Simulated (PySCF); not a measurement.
Isomers of C4H7NO, one conformer each. Computed with core-valence-separated Tamm–Dancoff BHandHLYP/aug-pcX-1 (pcseg-1 on H) in PySCF, non-relativistic, gas phase, PBE0-D3(BJ)/def2-SVP geometry. Absolute energies from this functional tend to lie a few eV below measured edges; no shift was applied.

P. (2S)-2-methoxypropanenitrile (`CO[C@@H](C)C#N`)
Q. acetylethylenimine (`CC(=O)N1CC1`)

Main lines, eV (oscillator strength):
1. C K: 284.5 (0.083), 286.5 (0.040), 286.5 (0.029), 286.6 (0.029), 286.7 (0.039); N K: 400.0 (0.010), 401.0 (0.047), 401.6 (0.006), 401.8 (0.009); O K: 529.1 (0.047)
2. C K: 283.8 (0.060), 283.9 (0.065), 285.7 (0.008), 286.5 (0.031), 286.6 (0.026); N K: 397.1 (0.064), 397.5 (0.063); O K: 533.3 (0.024), 534.2 (0.004), 534.5 (0.028), 535.3 (0.005)
Listed: the first five lines at most of each edge with a tenth or more of its strongest line's intensity; roots within 0.03 eV on the same or equivalent atoms are summed. Only the lowest roots were sought, and the top ones are left out.

**Question.** Which spectrum belongs to which isomer?

**Answer.** 1 = Q, 2 = P.
- P: first C line listed at 283.8 eV, hole on the nitrile carbon (1s→π*); first N line listed at 397.1 eV, hole on the nitrile nitrogen (1s→π*); first O line listed at 533.3 eV, hole on the ether oxygen.
- Q: first C line listed at 284.5 eV, hole on the amide carbonyl carbon (1s→π*); first N line listed at 400.0 eV, hole on the amide nitrogen; first O line listed at 529.1 eV, hole on the amide oxygen (1s→π*).

**Question.** What are the ground-state energies of the isomers at BHandHLYP/aug-pcX-1 (pcseg-1 on H), relative to the lowest?

**Answer.** P 0.0, Q 11.4 kJ/mol (electronic energies on these geometries, no dispersion or zero-point terms).
